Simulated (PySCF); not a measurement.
## Simulated absorption spectrum

C₅H₉N.
SMILES: `C=CCCN=C`

Method: TDDFT PBE0/def2-SVPD, vertical, gas phase, core orbitals frozen in the response in PySCF. The structure is a single GFN2-xTB conformer in the gas phase; no vibrational or solvent corrections. Torsions of this conformer, `[CH2:1]=[CH:2][CH2:3][CH2:4][N:5]=[CH2:6]`: C1–C2–C3–C4 -122°, C2–C3–C4–N5 -69°, C3–C4–N5–C6 123°.

Computed states:

| state | E (eV) | f |
| --- | --- | --- |
| S1 | 4.88 | 0.0014 |
| S2 | 6.15 | 0.043 |
| S3 | 6.59 | 0.0012 |
| S4 | 7.28 | 0.077 |
| S5 | 7.31 | 0.183 |
| S6 | 7.41 | 0.087 |

Broadening: Gaussians 0.25 eV wide at half height, area fixed by f = 4.319×10⁻⁹ ∫ε dν̃. The width is an assumption, not a result. The curve ends short of the highest state used, and states not computed would add to its high-energy end.

Question: What does the envelope look like, and where are its maxima?

Answer: 
| E (eV) | ε (L mol⁻¹ cm⁻¹) |
| --- | --- |
| 4.50 | 0 |
| 4.58 | 3 |
| 4.66 | 20 |
| 4.74 | 68 |
| 4.82 | 135 |
| 4.90 | 150 |
| 4.98 | 95 |
| 5.06 | 34 |
| 5.14 | 7 |
| 5.22 | 1 |
| 5.30 | 0 |
| 5.38 | 0 |
| 5.46 | 0 |
| 5.54 | 0 |
| 5.62 | 0 |
| 5.70 | 1 |
| 5.77 | 9 |
| 5.85 | 96 |
| 5.93 | 591 |
| 6.01 | 2053 |
| 6.09 | 4044 |
| 6.17 | 4514 |
| 6.25 | 2857 |
| 6.33 | 1030 |
| 6.41 | 238 |
| 6.49 | 105 |
| 6.57 | 128 |
| 6.65 | 112 |
| 6.73 | 56 |
| 6.81 | 17 |

Maxima: 254 nm (4.87 eV), ε about 150, made up of S1 (100%); 202 nm (6.15 eV), ε about 4600, made up of S2 (100%); 188 nm (6.59 eV), ε about 130, made up of S3 (99%) (ε in L mol⁻¹ cm⁻¹; maxima over ε = 5, shares over 10%).

Question: What would ε be at 6.15 eV, the highest of these maxima, with half the width (0.125 eV)?

Answer: About 9240 L mol⁻¹ cm⁻¹ against 4640, a factor of about 1.99; a lone state at its own centre would give exactly 2.

Question: Coming from long wavelengths, where does ε first pass 100 L mol⁻¹ cm⁻¹?

Answer: At about 260 nm (4.78 eV), 0.10 eV below S1.

Question: On this curve, what absorbance would a 10⁻⁴ mol/L sample give at 193 nm over a 1 cm path?

Answer: 193 nm is 6.424 eV, where ε is about 180 L mol⁻¹ cm⁻¹, so A = ε c l ≈ 0.018 (Beer–Lambert, with the gas-phase spectrum and the assumed width).
